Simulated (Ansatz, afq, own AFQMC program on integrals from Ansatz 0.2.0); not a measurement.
CH2⁺, doublet in cc-pVDZ, levels against full CI

```tsv
atom	x (Å)	y (Å)	z (Å)
C	0.0000	0.0000	0.0000
H	0.0000	0.0000	-1.2434
H	0.0000	0.0000	1.2434
```

Basis cc-pVDZ. Only valence electrons are correlated. Integrals, coupled cluster, full CI and functionals: Ansatz 0.2.0; the random walks run on the same integrals in our own AFQMC program. ph-AFQMC/CISD is guided by a CISD state made of CCSD amplitudes; releasing the constraint for a short imaginary time cuts its bias at the price of noise, slowly where states lie close. ± is one standard error of the sampling.

Determinant: UHF, the one that the program's search chose, which needn't be the lowest solution. The geometry is a point of a scan.

Full CI on the same integrals is exact in this basis and with this determinant's frozen core.

- T1 diagnostic: 0.0116
- weight of the determinant in the CISD state: 0.946
- ⟨S²⟩ of the determinant: 0.768
- size of the correlated space: 5 electrons in 23 orbitals

Reference: full CI, correlation energy -2.864 eV. The released energy is read at 2.40 1/Eh (meV from the phaseless value at times in 1/Eh: -2.0 ± 0.7 at 0.24, -3.1 ± 0.6 at 0.51, -4.5 ± 0.5 at 0.99, -3.8 ± 0.6 at 1.62, -5.3 ± 0.6 at 2.40).

```tsv
level	E − E(reference) (mEh)	share of correlation (%)
HF	105.24	0.00
MP2	25.79	75.50
CCSD	2.15	97.96
CCSD(T)	0.54	99.49
CCSDT	0.07	99.93
CCSDT(Q)	0.02	99.99
CCSDTQ	0.00	100.00
ph-AFQMC/CISD	0.13 ± 0.03	99.88
released AFQMC	-0.07 ± 0.02	100.06
```

CCSDT and higher add their correlation energy to the determinant of the CCSD(T) run, since their own runs factorise the integrals more tightly (a shift of under 2 meV). A walk keeps the symmetry of its determinant, which the program's search chose and which needn't be the lowest solution, so a lower state of the same spin and another symmetry isn't excluded. Released energies are given only where the last usable release times agree within the noise; a slower fall can still hide under it.
